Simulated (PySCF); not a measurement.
**Working out the ionisation energy of Al**

Al [Ne] 3s2 3p1 (2P) → Al⁺ [Ne] 3s2 (1S). All numbers are calculated (PySCF 2.14, the spin-free X2C one-electron Hamiltonian (Gaussian nucleus), in cc-pVDZ-DK (4s3p1d, 18 functions)). Frozen: [Ne]. Energies in hartree (1 hartree = 27.21139 eV):

```
            part   Al (lower)  Al⁺ (upper)
             UHF  -242.308433  -242.103608
CCSD correlation    -0.047005    -0.038401
             (T)    -0.000680     0.000000
```

Question: What does Hartree-Fock give?

Answer: (-242.103608) − (-242.308433) = 0.204825 hartree = 5.574 eV.

Question: What do CCSD and CCSD(T) give?

Answer: The CCSD correlation energies differ by 0.008604 hartree = 0.234 eV and the triples by 0.000680 hartree = 0.019 eV, so CCSD gives 5.808 eV and CCSD(T) 5.827 eV.

Measured between the centres of the two terms (NIST): 5.977 eV, so CCSD(T) (valence) is off by -0.150 eV.

A double-zeta basis recovers only part of the correlation energy.

What remains against the reference includes basis incompleteness, the frozen core and higher excitations.
